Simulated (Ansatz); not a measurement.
Geometry optimisation, Ansatz, UHF/def2-SVP.

Input:

```yaml
crystal:
  periodic: [false, false, false]
  atoms:
    - { symbol: Si, position_ang: [-0.29373, 0.4382, -0.23838] }
    - { symbol: O, position_ang: [0.76118, -0.79828, -0.00441] }
    - { symbol: S, position_ang: [1.12759, -1.83042, 1.19043] }
    - { symbol: H, position_ang: [-1.66082, -0.06096, -0.09545] }
    - { symbol: H, position_ang: [0.10119, 0.7651, -1.60006] }
    - { symbol: H, position_ang: [-0.0354, 1.48636, 0.74786] }
magnetization:
  spin_polarized: true
  initial_magnetization: 1
basis:
  gaussian: { orbitals: def2-SVP }
hamiltonian:
  xc: hf
relax:
  f_tol: 0.02
  max_steps: 40
```

Command:

```bash
$ ansatz run input.yaml --threads 1 --pin off --max-ram 2048MiB --backend cpu --events-out ev --progress --plain --runs-dir out
```

Task: Where does it end, and by what steps?

Result: The run converged. After 5 steps the energy has fallen by 0.141 eV; H5 moved furthest, 0.19 Å.

```tsv
step	energy less start (eV)	largest force component (eV/Å)	accepted
0	0.0000	1.207	yes
1	-0.1098	0.341	yes
2	-0.1195	0.277	yes
3	-0.1332	0.179	yes
4	-0.1386	0.139	yes
5	-0.1412	0.007	yes
```

```xyz
6
Properties=species:S:1:pos:R:3
Si -0.242 0.394 -0.258
O 0.848 -0.865 -0.049
S 1.019 -1.770 1.287
H -1.620 -0.113 -0.104
H -0.023 0.907 -1.621
H 0.018 1.446 0.745
```

Run time: 12 s on 1 thread of Arm Neoverse V1, with other jobs on the host, peak memory 0.13 GiB.
